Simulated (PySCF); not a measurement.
# Worked example: SiC, quintet against SiC, triplet

Geometry (PBE0/def2-TZVP stationary point of a triplet), kept for both states (SiC, triplet: Π; SiC, quintet: Π):

```csv
atom,x (Å),y (Å),z (Å)
Si,0.0000,0.0000,0.0000
C,0.0000,0.0000,1.7100
```

Basis 6-31G; PySCF 2.14.0. Correlated methods freeze the noble-gas cores. Prefix R: restricted or restricted open-shell reference; prefix U: unrestricted.

Full CI is exact within this basis and frozen core; it isn't the basis-set limit. The frozen core follows each run's orbitals, which can shift R against U totals by a few meV.

Unrestricted rows (U, and Kohn–Sham where it breaks symmetry) aren't spin-pure: their determinants' ⟨S²⟩ exceeds S(S+1) by up to 0.55, so they mix in states of higher spin.

```json
{"level": "UHF", "E(SiC, triplet) (hartree)": "-326.572778", "E(SiC, quintet) (hartree)": "-326.517464"}
{"level": "UMP2", "E(SiC, triplet) (hartree)": "-326.642204", "E(SiC, quintet) (hartree)": "-326.570253"}
{"level": "UCCSD(T)", "E(SiC, triplet) (hartree)": "-326.685370", "E(SiC, quintet) (hartree)": "-326.595086"}
{"level": "PBE", "E(SiC, triplet) (hartree)": "-327.131832", "E(SiC, quintet) (hartree)": "-327.033956"}
{"level": "PBE0", "E(SiC, triplet) (hartree)": "-327.152150", "E(SiC, quintet) (hartree)": "-327.065251"}
{"level": "full CI", "E(SiC, triplet) (hartree)": "-326.688095", "E(SiC, quintet) (hartree)": "-326.595995"}
```

Give the vertical gap, SiC quintet less SiC triplet, at each level in eV (1 hartree = 27.2114 eV), and each error against full CI.

full CI: (-326.595995 − (-326.688095)) × 27.2114 = 2.506 eV (the reference)
PBE0: (-327.065251 − (-327.152150)) × 27.2114 = 2.365 eV, error -0.141 eV
PBE: (-327.033956 − (-327.131832)) × 27.2114 = 2.663 eV, error 0.157 eV
UCCSD(T): (-326.595086 − (-326.685370)) × 27.2114 = 2.457 eV, error -0.049 eV
UMP2: (-326.570253 − (-326.642204)) × 27.2114 = 1.958 eV, error -0.548 eV
UHF: (-326.517464 − (-326.572778)) × 27.2114 = 1.505 eV, error -1.001 eV

Total energies of functionals can't be set beside those of wave-function methods, since they hold the core's correlation and their own absolute errors; only the differences compare.

The set has no polarisation functions, so the order and spacing of states can differ from the basis-set limit.

In so small a basis the reference is far from its limit while semilocal and hybrid functionals are nearer theirs, so the functionals' errors here hold much of the reference's basis and frozen-core error, which can add to them or hide them.

Each level lands on the state that its own search finds. T1 diagnostics of restricted CCSD: 0.060 and 0.043.
